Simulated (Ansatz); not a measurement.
# CH2N (doublet): the correlation ladder, def2-TZVPP

An exercise on one series of results from a longer session: the logs are not shown, and one member is left open.

The runs use Ansatz 0.2.0, Gaussian basis; def2-TZVPP, core rule «outside noble gas», up to 2 orbitals frozen.

The runs, in order: UHF; ROHF; CCSD(T) on UHF.

**The system**

The geometry is a PBE0/def2-TZVP stationary point (not a proven minimum) of the parent state, kept for this charge and spin.

4 atoms, charge 0, spin multiplicity 2.

Atoms are counted from 1 here; the program's logs count them from 0.

Bond lengths: N1–C2 1.434 Å, N1–H3 1.028 Å, C2–H4 1.090 Å. Angles: C2–N1–H3 110.2°, N1–C2–H4 121.0°.

Coordinates:

```xyz
4
charge 0, multiplicity 2
N    -0.0301   -0.1308    0.6612
C     0.1162    0.1026   -0.7459
H    -0.2826    0.7427    1.1410
H    -0.6838   -0.1484   -1.4423
```

The first run:

in.yaml reads:

```yaml
crystal:
  periodic: [false, false, false]
  atoms:
    - {symbol: N, position_ang: [-0.030066, -0.130755, 0.661245]}
    - {symbol: C, position_ang: [0.116167, 0.102607, -0.745850]}
    - {symbol: H, position_ang: [-0.282647, 0.742725, 1.141042]}
    - {symbol: H, position_ang: [-0.683794, -0.148384, -1.442336]}
basis:
  gaussian: {orbitals: def2-TZVPP}
magnetization: {spin_polarized: true, initial_magnetization: 1}
hamiltonian: {xc: hf}
output: {orbitals: {seedname: orbitals}}
```

Run with:

```bash
$ ansatz run in.yaml --threads 1 --pin off --events-out ev --progress --plain --max-ram 4096MiB --backend cpu
```

Among the steps run: UHF; ROHF; CCSD(T) on UHF.

One table of the session follows, with a row left open; its other results are not shown here.

It belongs to the step «Misses and costs». 

| method | from UCCSD(T) (meV) |
| --- | --- |
| ROHF | ? |
| UMP2 | +1686.1 |
| UCCSD | +497.4 |
| UCCSD(T) | 0 |

Q: Estimate the row for ROHF from the others.

**Answer.** from UCCSD(T) (meV): +10372.0. In the column «from UCCSD(T) (meV)» it is the highest.

Left out of the table: UHF (another determinant or state than the rows shown).

Limits of these values: The determinant is far from a pure spin state, so its energy mixes those of several spin states (harmless only where they are near-degenerate, as at dissociation). Warnings: spin contamination; coupled cluster took another determinant than the lowest.
